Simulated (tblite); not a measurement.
Run record: molecular-dynamics run, formic acid, `O=CO`.

Computed with GFN2-xTB (tblite), gas phase: Langevin dynamics at 300 K from the optimised GFN2-xTB geometry, time step 0.5 fs, friction 0.01 fs⁻¹, 2000 steps. The input is one job of a driver script: a line of settings, then coordinates in Å. «temperature» is in K, «steps» counts time steps and «every» is the stride of the printed frames; «frames» go on to single points.

Command:
```bash
OMP_NUM_THREADS=1 python probes_run.py task.json out
```

Input:
```
{"job": {"kind": "md", "xc": "GFN2-xTB", "basis": "xTB", "temperature": 300, "steps": 2000, "every": 50, "frames": 5}, "charge": 0, "multiplicity": 1}
O     -0.658784     1.126476    -0.554433
C     -0.413538     0.025410    -0.167133
O      0.782297    -0.538584    -0.158730
H     -1.155371    -0.678320     0.239912
H      1.454017     0.067870    -0.515247
```

**Question.** What does the run print? One trajectory will do; the random numbers aren't given.

**Answer.** 
```
t/fs     T/K      E/eV
    0.0   116.4   -307.02627
   25.0   194.3   -306.99810
   50.0   259.9   -306.97766
   75.0   219.9   -306.95412
  100.0   210.5   -306.98736
  125.0   193.2   -306.90252
  150.0   191.3   -306.85255
  175.0   243.7   -306.84136
  200.0   218.0   -306.85265
  225.0   402.0   -306.91105
  250.0   329.1   -306.85011
  275.0   321.4   -306.80717
  300.0   457.7   -306.89429
  325.0   378.5   -306.76693
  350.0   281.8   -306.90055
  375.0   256.4   -306.80808
  400.0   192.8   -306.82500
  425.0   366.0   -306.87764
  450.0   321.7   -306.84976
  475.0   326.0   -306.88146
  500.0   273.1   -306.85691
  525.0   669.6   -306.94217
  550.0   537.6   -306.85245
  575.0   469.0   -306.89532
  600.0   478.8   -306.83350
  625.0   499.5   -306.89120
  650.0   323.6   -306.93696
  675.0   429.8   -306.94962
  700.0   270.9   -306.93460
  725.0   224.4   -306.91620
  750.0   226.6   -306.91401
  775.0   281.2   -306.95902
  800.0   198.9   -306.96090
  825.0   254.5   -306.92228
  850.0   430.5   -306.99191
  875.0   272.3   -306.91373
  900.0   303.3   -306.90147
  925.0   426.2   -307.00128
  950.0   278.2   -306.94119
  975.0   458.6   -306.96550
 1000.0   396.3   -306.95766
```

E is the potential energy; T comes from the kinetic energy over all 3N coordinates.

**Question.** Sum up the printed frames.

**Answer.** 41 frames over 1000 fs. T runs from 116 K (0 fs) to 670 K (525 fs), with a mean of 322 K over all frames and 367 K from 500 fs on. E starts at -307.026 eV, peaks 0.259 eV above that at 325 fs, and averages 0.101 eV above it from 500 fs on.

**Question.** Give the last frame.

**Answer.** 0.04 Å rms from the start after alignment:
```
atom  x, y, z in Å
O1     -0.681    0.249   -0.936
C2     -0.849   -0.574   -1.779
O3     -0.937   -1.887   -1.692
H4     -1.062   -0.288   -2.865
H5     -0.798   -2.219   -0.760
```

**Question.** Estimate the wall time. Hardware: an Intel Xeon Platinum 8488C with one thread, no GPU, shared host with 192 logical CPUs at a one-minute load of 36. And the peak memory of the process?

**Answer.** About 2.8 s, with 0.18 GiB resident at the peak, the Python interpreter and its libraries included.
